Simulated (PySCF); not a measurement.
Gas-phase reaction: 3 SiH3Cl + i-Si4H10 → 3 SiHCl + 4 SiH4

Energies from PySCF, thermal terms from the rigid-rotor harmonic-oscillator model, ideal gas at 1 bar. † marks an energy on the PBE0/def2-TZVP geometry and frequencies; other levels use their own. CCSD(T) freezes the core. 6-31G* has spherical d functions here. All species are closed-shell singlets. SiHCl: computed as isolated molecules; such fragments, hydroxides, amides, oligomers or adducts are transient or little studied in the gas. CCSD(T) isn't extrapolated to the basis-set limit. The harmonic model lacks anharmonicity and excited electronic states, which grow with temperature; levels with a mode under 35 cm⁻¹ are left out. Internal rotation in i-Si4H10 is treated as a harmonic vibration of one conformer, which makes the entropy rough.

```
level               ΔE electronic, kJ  ΔH°(298 K), kJ  ΔS°(298 K), J/K  ΔG°(2500 K), kJ
------------------  -----------------  --------------  ---------------  ---------------
CCSD(T)/def2-SVP†                 553             525              412             -385
HF/6-31G*                         541             510              417             -420
PBE/def2-SVP                      592             564              412             -345
PBE/def2-TZVP†                    593             565              412             -345
PBE0/def2-SVP†                    629             600              412             -310
PBE0/def2-TZVP                    629             601              412             -309
ωB97M-V/def2-TZVP†                569             541              412             -369
```
ΔH° is lowest at HF/6-31G* and highest at PBE0/def2-TZVP. No reference value is set beside these.
